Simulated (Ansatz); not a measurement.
`[Li][OH]` and `[Li][SH]` differ in one element.

Ansatz, PBE0-D4/def2-TZVP geometries, multiplicity 1. 

Outer-core shells of Li are correlated without core-valence functions.

| property | `[Li][OH]` |
| --- | --- |
| HOMO–LUMO gap (ωB97M-V/def2-TZVPP) / eV | 8.41 |
| vertical ionisation energy (CCSD(T)/def2-TZVPP) / eV | 9.05 |
| HOMO–LUMO gap (PBE0/def2-TZVPP) / eV | 5.36 |
| LUMO energy (PBE/def2-TZVPP) / eV | -1.34 |
| HOMO energy (B3LYP/def2-TZVPP) / eV | -5.99 |
| LUMO energy (PBE0/def2-TZVPP) / eV | -0.83 |

**Question.** Give the same properties after the change, and the shifts. (Estimate.)

**Answer.** Ansatz gave: 
| property | `[Li][SH]` | shift |
| --- | --- | --- |
| HOMO–LUMO gap (ωB97M-V/def2-TZVPP) / eV | 7.04 | -1.37 |
| vertical ionisation energy (CCSD(T)/def2-TZVPP) / eV | 8.00 | -1.05 |
| HOMO–LUMO gap (PBE0/def2-TZVPP) / eV | 4.31 | -1.05 |
| LUMO energy (PBE/def2-TZVPP) / eV | -1.83 | -0.49 |
| HOMO energy (B3LYP/def2-TZVPP) / eV | -5.41 | 0.58 |
| LUMO energy (PBE0/def2-TZVPP) / eV | -1.32 | -0.49 |

With PBE0 the HOMO rises by 0.55 eV and the LUMO falls by 0.49 eV, so the gap narrows by about 1.04 eV. PBE moves the HOMO by 0.15 eV and ωB97M-V by 0.91 eV.

B3LYP here is the variant with VWN-RPA as its local correlation; programs differ in this.
